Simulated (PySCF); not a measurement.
Series: cyclo[n]carbon rings. Isolated molecules, 0 K electronic values unless said otherwise. Each species was relaxed from one start; no search for lower structures was made at this level. Strings in code marks are SMILES.

The S1 excitation (TDA) from two functionals at the same geometries (CAM-B3LYP-D3(BJ)/def2-SVP), both in PySCF: PBE-D3(BJ)/def2-SVP and CAM-B3LYP-D3(BJ)/def2-SVP. Excitations are Tamm–Dancoff values on a coarser integration grid. The basis has no diffuse functions, so Rydberg states are missing or too high.

```json
[
 {"species": "cyclo[12]carbon `C1#CC#CC#CC#CC#CC#C1`", "PBE-D3(BJ)/def2-SVP (eV)": "1.42"},
 {"species": "cyclo[16]carbon `C1#CC#CC#CC#CC#CC#CC#CC#C1`", "PBE-D3(BJ)/def2-SVP (eV)": "1.29"},
 {"species": "cyclo[20]carbon `C1#CC#CC#CC#CC#CC#CC#CC#CC#CC#C1`", "PBE-D3(BJ)/def2-SVP (eV)": "1.25"},
 {"species": "cyclo[28]carbon `C1#CC#CC#CC#CC#CC#CC#CC#CC#CC#CC#CC#CC#CC#C1`", "PBE-D3(BJ)/def2-SVP (eV)": "1.24"}
]
```

**Question.** What does CAM-B3LYP-D3(BJ)/def2-SVP give for each?

**Answer.** 
- cyclo[12]carbon `C1#CC#CC#CC#CC#CC#C1`: 1.92
- cyclo[16]carbon `C1#CC#CC#CC#CC#CC#CC#CC#C1`: 1.92
- cyclo[20]carbon `C1#CC#CC#CC#CC#CC#CC#CC#CC#CC#C1`: 2.00
- cyclo[28]carbon `C1#CC#CC#CC#CC#CC#CC#CC#CC#CC#CC#CC#CC#CC#C1`: 2.14
Over these rows, drawn at random from the members with no instability flagged (it was tested for open shells, ions and some series alone), PBE minus CAM-B3LYP-D3(BJ): mean -0.69 eV, from -0.90 eV to -0.49 eV.
